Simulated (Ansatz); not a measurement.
Geometry optimisation, RKS PBE-D4/def2-SVP (Ansatz 0.2.0).

Input file:

```yaml
crystal:
  periodic: [false, false, false]
  atoms:
    - { symbol: Si, position_ang: [-0.2463, 0.5797, 0.3979] }
    - { symbol: H, position_ang: [1.2653, -0.3913, -0.1541] }
    - { symbol: H, position_ang: [0.5186, 1.6662, -0.1893] }
    - { symbol: H, position_ang: [-1.6275, 1.0164, 0.5882] }
    - { symbol: O, position_ang: [-0.0724, -0.0782, 1.8573] }
    - { symbol: H, position_ang: [0.8648, -0.9821, -0.8236] }
    - { symbol: S, position_ang: [-0.8249, -1.0574, -1.4325] }
    - { symbol: H, position_ang: [0.6944, -0.5557, 2.1666] }
    - { symbol: H, position_ang: [-0.5721, -0.1977, -2.4105] }
basis:
  gaussian: { orbitals: def2-SVP }
hamiltonian:
  xc: pbe
  dispersion: d4
relax:
  f_tol: 0.15
  max_steps: 25
  restrain:
    - { distance: [0, 6], at: 3.46, k: 30.0 }
    - { distance: [5, 1], at: 1.92, k: 30.0 }
    - { distance: [0, 1], at: 1.42, k: 30.0 }
    - { distance: [5, 6], at: 1.36, k: 30.0 }
```

Command:

```bash
$ ansatz run input.yaml --threads 2 --pin off --max-ram 3072MiB --backend cpu --events-out ev --progress --plain --runs-dir out
```

**Question.** Where does it end, and by what steps?

**Answer.** It converged. The restraints hold the end off the free minimum. After 15 steps the energy has fallen by 1.589 eV (the restraints' own energy left out); H8 moved furthest, 1.40 Å. Joined: Si1–H2 (1.88 → 1.46 Å), H6–S7 (1.80 → 1.36 Å).

```
step  energy less start (eV)  largest force component (eV/Å)  accepted
   0                  0.0000                           2.269       yes
   1                  0.5472                           2.687       yes
   2                  0.4546                           3.611       yes
   3                  0.0613                           3.150       yes
   4                 -0.3509                           2.881       yes
   5                 -1.0050                           1.127       yes
   6                 -1.3096                           1.125       yes
   7                 -1.3887                           0.940       yes
   8                 -1.4077                           0.951       yes
   9                 -1.4253                           1.098       yes
  10                 -1.4403                           1.049       yes
  11                 -1.5090                           0.940       yes
  12                 -1.5561                           0.771       yes
  13                 -1.5828                           0.830       yes
  14                 -1.5873                           0.904        no
  15                 -1.5886                           0.889       yes
```

```xyz
9
Properties=species:S:1:pos:R:3
Si -0.084 0.258 0.805
H 0.617 -0.906 0.282
H 0.310 1.440 -0.045
H -1.561 0.035 0.753
O 0.270 0.503 2.435
H 0.046 -1.260 -1.521
S -0.869 -0.773 -2.405
H 1.206 0.651 2.656
H 0.065 0.053 -2.960
```

Time of the run: 18 s on 2 threads of Arm Neoverse V2, on a shared host, peak memory 0.14 GiB.
